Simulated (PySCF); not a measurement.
Molecule: `C=CCC1=CC1`, C6H8.

Mapped SMILES: `[CH2:1]=[CH:2][CH2:3][C:4]1=[CH:5][CH2:6]1`. Hydrogens are named by the atom that carries them. Ha(C1) is cis to C3; Hb(C1) is trans to C3.

Geometry PBE0-D3(BJ)/def2-SVP throughout; GIAO in PySCF, gas phase, one conformer, non-relativistic; equivalent atoms averaged; functional PBE0.

(1) How do the shifts δ (against TMS at the same level) depend on the basis set? (a selection of nuclei; ppm; last column core-seconds on shared hosts with different chips, so compare them loosely)

(2) Which nucleus among those listed moves most, in ppm?

(3) Taking the largest basis, def2-TZVP (234 functions), as the yardstick, rank the others by their worst heavy-atom deviation.

Results:

(1) 
```
    basis set  functions     C1     C4     C5    C3  H(C5)  Hb(C1)  Ha(C1)  H(C3)  H(C6)  core-s
       STO-3G         38  106.6   99.7   95.0  30.4   5.68    5.42    5.16   2.28   0.75     3.2
        6-31G         70  116.4  118.3   99.1  34.7   6.54    5.55    5.64   3.20   1.44     5.8
       6-31G*        100  113.7  115.3   97.6  33.7   6.38    5.20    5.26   3.10   1.13     8.3
     def2-SVP        124  116.9  120.7  100.3  33.3   6.52    5.14    5.24   3.00   0.96      10
     pcSseg-1        142  124.4  128.2  107.8  37.0   6.70    5.41    5.47   3.17   1.17      12
6-311+G(2d,p)        210  121.0  127.6  104.6  36.3   6.64    5.34    5.41   3.28   1.27      23
    def2-TZVP        234  122.1  128.6  105.5  37.5   6.72    5.36    5.42   3.29   1.21      28
```

(2) C4 (fully substituted alkene carbon): from 99.7 ppm with STO-3G to 128.6 ppm with def2-TZVP. The smallest spread is 0.41 ppm, at Hb(C1). Proton shifts span only some 12 ppm, so a few tenths of a ppm matter as much there as several ppm in carbon.

(3) 6-311+G(2d,p) 1.2 ppm (210 functions), pcSseg-1 2.3 ppm (142 functions), def2-SVP 8.0 ppm (124 functions), 6-31G 10.3 ppm (70 functions), 6-31G* 13.3 ppm (100 functions), STO-3G 28.9 ppm (38 functions).

A small basis that lands close on one nucleus may do so by chance; judge by the trend and by all nuclei.
